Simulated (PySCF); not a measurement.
## How the method moves the HOMO and LUMO of `C=NC1=CC1=C`

C₅H₅N.
Structure used (PBE0-D3(BJ)/def2-SVP), in Å, numbered top down from 1:
```
atom  x, y, z in Å
C1     2.3374    1.2062    0.4041
N2     1.2941    0.8155    1.0042
C3     0.3329    0.0418    0.4702
C4    -0.1671   -1.1630    0.2016
C5    -1.0416   -0.0389    0.0342
C6    -2.1979    0.5493   -0.2741
H7     3.0595    1.8292    0.9480
H8     2.5633    0.9565   -0.6470
H9    -0.0288   -2.2410    0.2254
H10   -3.0463   -0.0422   -0.6229
H11   -2.3159    1.6299   -0.1818
```

Basis pcSseg-2 throughout (PySCF), one geometry. Geometry: PBE0-D3(BJ)/def2-SVP, one conformer, isolated molecule.

How do the orbital energies, the gap and the dipole change with the method?

| method | kind | HOMO (eV) | LUMO (eV) | gap (eV) | μ (D) | SCF cycles |
| --- | --- | --- | --- | --- | --- | --- |
| BLYP | GGA | -4.62 | -2.38 | 2.24 | 2.92 | 17 |
| B97-D | GGA | -4.69 | -2.42 | 2.27 | 2.96 | 17 |
| OPBE | GGA | -4.73 | -2.44 | 2.30 | 2.94 | 18 |
| KT3 | GGA | -4.75 | -2.46 | 2.29 | 2.94 | 17 |
| KT2 | GGA | -4.75 | -2.44 | 2.31 | 2.94 | 17 |
| PBE | GGA | -4.78 | -2.51 | 2.27 | 2.91 | 17 |
| BP86 | GGA | -4.86 | -2.58 | 2.28 | 2.94 | 17 |
| LDA | LDA | -4.98 | -2.74 | 2.24 | 2.90 | 17 |
| B97-2 | global hybrid | -5.49 | -1.53 | 3.96 | 3.16 | 14 |
| B3LYP | global hybrid | -5.54 | -1.71 | 3.83 | 3.12 | 14 |
| PBE0 | global hybrid | -5.74 | -1.47 | 4.27 | 3.16 | 14 |
| mPW1PW91 | global hybrid | -5.75 | -1.48 | 4.27 | 3.17 | 14 |
| BHandHLYP | global hybrid | -6.55 | -0.32 | 6.23 | 3.38 | 13 |
| CAM-B3LYP | range-separated hybrid | -6.96 | -0.31 | 6.66 | 3.25 | 14 |
| wB97X-D | range-separated hybrid | -7.48 | 0.37 | 7.86 | 3.26 | 15 |
| HF | Hartree–Fock | -7.73 | 2.42 | 10.15 | 3.77 | 11 |
| LC-wPBE | range-separated hybrid | -8.25 | 0.90 | 9.14 | 3.33 | 14 |

The HOMO spans 3.63 eV, from BLYP down to LC-wPBE, and the gap runs from 2.24 eV (LDA) to 10.15 eV (HF). Over the methods BLYP (0 %), B97-D (0 %), OPBE (0 %), KT3 (0 %), KT2 (0 %), PBE (0 %), BP86 (0 %), LDA (0 %), B97-2 (21 %), B3LYP (20 %), PBE0 (25 %), mPW1PW91 (25 %), BHandHLYP (50 %), HF (100 %), a straight line through the gap against the share of exact exchange rises by 0.79 eV for each 10 % (correlation coefficient 1.000). The dipole ranges from 2.90 D (LDA) to 3.77 D (HF). This basis has no diffuse functions.

The vertical ΔSCF ionisation energy at wB97X-D/def2-SVPD is 7.67 eV; −ε(HOMO) comes closest to it with HF (7.73 eV).
